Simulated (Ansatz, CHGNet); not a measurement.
For rock-salt KI, the machine-learned potential CHGNet 0.3.0 (trained on PBE and PBE+U data) gives:

- lattice constant a: 7.262 Å
- elastic constant C11: 18.8 GPa
- elastic constant C44: 1.13 GPa
- Voigt–Reuss–Hill shear modulus: 2.30 GPa

Question: What does PBE0 (Ansatz, a first-principles code, PAW) give for the same quantities?

Answer: 
- lattice constant a: 7.140 Å (drops by 1.7 %)
- elastic constant C11: 25.9 GPa (increases by 38 %)
- elastic constant C44: 3.89 GPa (goes up by 240 %)
- Voigt–Reuss–Hill shear modulus: 6.00 GPa (increases by 160 %)

For comparison: elastic constant C11 27.6 GPa (measured, temperature not stated, not corrected to a static lattice; as tabulated in Oses et al. (2018), arXiv:1811.08464); elastic constant C44 3.7 GPa (measured, temperature not stated, not corrected to a static lattice; as tabulated in Oses et al. (2018), arXiv:1811.08464).

Changes are worked out from the printed values.

Unless a cell is named, each level is at its own relaxed cell (CHGNet 0.3.0 47.86, PBE0 45.50 Å³/atom).

Ansatz's density-functional and Hartree–Fock values are scalar-relativistic unless marked +SOC, with PAW data made under PBE.
